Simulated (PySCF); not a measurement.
**The first ionisation energy along the third row**

All values are computed (PySCF 2.14, energy differences of UHF-based or UKS calculations, no spin-orbit coupling). Values in eV. The last column holds reference values (NIST; (s) semi-empirical, (t) theoretical, else measured). Unmarked ones compare directly (S terms, centres of terms, or small fine structure); those marked * lie between the lowest fine-structure levels and include a spin-orbit shift.

| element | configurations | LDA | r2SCAN | SCS-MP2 (valence) | MP2 (valence and next inner shell) | CCSD (valence) | CCSD (valence and next inner shell) | reference |
| --- | --- | --- | --- | --- | --- | --- | --- | --- |
| Mg (x2c-QZVPPall with one added diffuse shell each of s, p, d, f type, spin-free X2C) | [Ne] 3s2 → [Ne] 3s1 | 7.733 | 7.381 | 7.387 | 7.389 | 7.535 | 7.583 | 7.646 |
| Al (x2c-QZVPPall with one added diffuse shell each of s, p, d, f type, spin-free X2C) | [Ne] 3s2 3p1 → [Ne] 3s2 | 6.027 | 6.164 | 5.830 | 5.816 | 5.925 | 5.908 | 5.977 |
| Si (x2c-QZVPPall with one added diffuse shell each of s, p, d, f type, spin-free X2C) | [Ne] 3s2 3p2 → [Ne] 3s2 3p1 | 8.223 | 8.308 | 7.975 | 8.055 | 8.080 | 8.072 | 8.157 |
| P (x2c-QZVPPall with one added diffuse shell each of s, p, d, f type, spin-free X2C) | [Ne] 3s2 3p3 → [Ne] 3s2 3p2 | 10.565 | 10.624 | 10.327 | 10.511 | 10.433 | 10.432 | 10.526 |
| S (x2c-QZVPPall with one added diffuse shell each of s, p, d, f type, spin-free X2C) | [Ne] 3s2 3p4 → [Ne] 3s2 3p3 | 10.553 | 10.374 | 10.174 | 10.074 | 10.187 | 10.190 | 10.336 |
| Cl (x2c-QZVPPall with one added diffuse shell each of s, p, d, f type, spin-free X2C) | [Ne] 3s2 3p5 → [Ne] 3s2 3p4 | 13.186 | 12.996 | 12.851 | 12.846 | 12.807 | 12.810 | 12.974 |
| Ar (x2c-QZVPPall with one added diffuse shell each of s, p, d, f type, spin-free X2C) | [Ar] → [Ne] 3s2 3p5 | 15.972 | 15.742 | 15.719 | 15.825 | 15.639 | 15.642 | 15.819 |

Task: Which of these methods has the smallest mean absolute error against the measured values here?

Result: CCSD (valence and next inner shell), with 0.114 eV.

```csv
method,elements,mean error (eV),mean absolute error (eV),largest error (eV)
LDA,7,0.118,0.118,0.217
r2SCAN,7,0.022,0.120,-0.265
SCS-MP2 (valence),7,-0.167,0.167,-0.259
MP2 (valence and next inner shell),7,-0.131,0.133,-0.262
CCSD (valence),7,-0.118,0.118,-0.180
CCSD (valence and next inner shell),7,-0.114,0.114,-0.177
```

Errors include the incompleteness of the basis and the frozen core.

"Valence" correlates the outer s and p shells and, in groups 3 to 12 and the f block, the outer d or f shell, open or full, or the next shell where the ion has no valence electron left; the wider scheme adds the next inner shell.
